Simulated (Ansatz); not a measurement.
```yaml
crystal:
  periodic: [false, false, false]
  atoms:
    - {symbol: O, position_ang: [-1.471179, 0.219920, 1.431883]}
    - {symbol: C, position_ang: [-0.232544, 0.248680, 0.775440]}
    - {symbol: C, position_ang: [0.222587, -1.095802, 0.210037]}
    - {symbol: C, position_ang: [0.806758, -0.329678, -0.993464]}
    - {symbol: C, position_ang: [-0.135626, 0.838921, -0.644039]}
    - {symbol: H, position_ang: [-1.652718, 1.091941, 1.791096]}
    - {symbol: H, position_ang: [0.545464, 0.677021, 1.422103]}
    - {symbol: H, position_ang: [-0.653947, -1.678485, -0.082198]}
    - {symbol: H, position_ang: [0.882261, -1.716878, 0.816945]}
    - {symbol: H, position_ang: [1.854585, -0.066539, -0.836593]}
    - {symbol: H, position_ang: [0.705719, -0.783422, -1.979032]}
    - {symbol: H, position_ang: [0.227033, 1.861609, -0.762895]}
    - {symbol: H, position_ang: [-1.098402, 0.732715, -1.149284]}
basis:
  gaussian: {orbitals: aug-pcseg-2, fitting: {mean_field: cc-pVTZ-jkfit}}
magnetization: {spin_polarized: true, initial_magnetization: 0}
hamiltonian: {xc: {name: HSE06}}
```

```sh
$ ansatz run in.yaml --threads 4 --pin off --events-out ev --progress --plain --max-ram 10444MiB
```

Shortened log:

```
Functional definition: HSE06
635 factors; integrals over basis functions are off by at most 7.8e-1 eV
635 factors; integrals over basis functions are off by at most 3.6e-6 eV
mean field evaluation 1: about -6306.0904 eV, gradient 5.4e1 eV
mean field evaluation 2: about -6287.0282 eV, gradient 8.3e1 eV
mean field evaluation 4: about -6319.4609 eV, gradient 3.7e0 eV
mean field evaluation 8: about -6319.5194 eV, gradient 7.9e-2 eV
mean field -6319.51947219 eV, -232.2380570787 hartree, gradient 6.2e-5 eV, S^2 0.000000; 0 other end points of the search recorded, 0 dependent functions left out
reference -6319.51954042 eV, -232.2380595864 hartree; 20, 20 occupied and 394, 394 virtual orbitals, 635 factors
Total energy: -6319.51954042 eV, -232.2380595864 hartree
```

It took 11 s on 4 threads of an Arm Neoverse V2 on a shared host, with 1.8 GiB of host memory at the peak.
